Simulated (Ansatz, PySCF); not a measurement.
Species: C2H2Cl, charge 0, doublet. C2H2Cl (SMILES C=[C]Cl, doublet).
B3LYP-D3(BJ)/def2-TZVP minimum from Ansatz (a quantum-chemistry and plane-wave program):
```xyz
5

C      0.0924     0.6987    -0.0099
C      1.3520     1.0534    -0.0189
Cl    -0.7322    -0.7609     0.0128
H      2.1572     0.3219    -0.0114
H      1.6238     2.1015    -0.0342
```
Charge 0, spin multiplicity 2.

Property: enthalpy of formation at 298 K (by atomisation, with ideal-gas terms from PySCF's Hessian at B3LYP-D3(BJ)/def2-TZVP and the atoms' measured values of the G2/97 table; no spin-orbit terms), in kJ/mol. UHF or UKS for unpaired electrons; spin-orbit terms are left out. Correlated methods leave the cores frozen. Rows without X2C or -DK are non-relativistic. CBS(X,Y): correlation extrapolated as X^-3, Hartree-Fock from the larger set (Q,5: extrapolated as (X+1)exp(-9√X)). A bracket is a step between two methods taken in the basis named. '+ core + X2C': CCSD(T) terms for core correlation (cc-pwCVTZ, 1s frozen past Ne) and scalar relativity (cc-pVTZ-DK). For partners of very few electrons the exact lower level stands in for a higher one. The UHF reference of C2H2Cl (C=[C]Cl, doublet) is spin-contaminated (<S^2> up to 0.21 over the pure value in the sets run).

```
level                                                                                 program  enthalpy of formation at 298 K (kJ/mol)  difference against the last row
------------------------------------------------------------------------------------  -------  ---------------------------------------  -------------------------------
HF/CBS(cc-pV(Q+d)Z,cc-pV(5+d)Z)                                                        Ansatz                                    751.6                            498.5
CCSD/cc-pV(T+d)Z                                                                       Ansatz                                    354.5                            101.4
CCSD(T)/cc-pV(T+d)Z                                                                    Ansatz                                    317.0                             63.9
CCSD(T)/CBS(cc-pV(T+d)Z,cc-pV(Q+d)Z) + core + X2C                                      Ansatz                                    257.9                              4.8
CCSDT(Q)/cc-pV(D+d)Z                                                                   Ansatz                                    408.2                            155.1
CCSD(T)/CBS(cc-pV(Q+d)Z,cc-pV(5+d)Z) + [CCSDT(Q) - CCSD(T)]/cc-pV(D+d)Z + core + X2C   Ansatz                                    253.1                              0.0
```
